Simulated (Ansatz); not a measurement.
Ansatz (a first-principles code) input:

Ansatz 0.2 input:
```yaml
crystal:
  periodic: [false, false, false]
  atoms:
    - {symbol: C, position_ang: [-0.33837670, 0.00652697, 0.43379285]}
    - {symbol: Cl, position_ang: [-0.19161541, 1.46593900, -0.67446450]}
    - {symbol: Cl, position_ang: [-0.21631073, -1.46258212, -0.66458249]}
    - {symbol: H, position_ang: [0.67289246, -0.00039995, 0.91204940]}
basis:
  gaussian:
    orbitals: def2-TZVP
hamiltonian:
  xc: b3lyp
  dispersion: d3bj
total_charge: -1
relax: {f_tol: 0.002, max_steps: 150}
```

Q: What final total energy does it print?

A: -959.16655 Eh (B3LYP-D3(BJ)/def2-TZVP). The basis has 111 functions. The run takes very roughly 20 core-seconds.

It need not be the lowest isomer of its formula. Whether it binds its extra electron was not tested at this geometry.
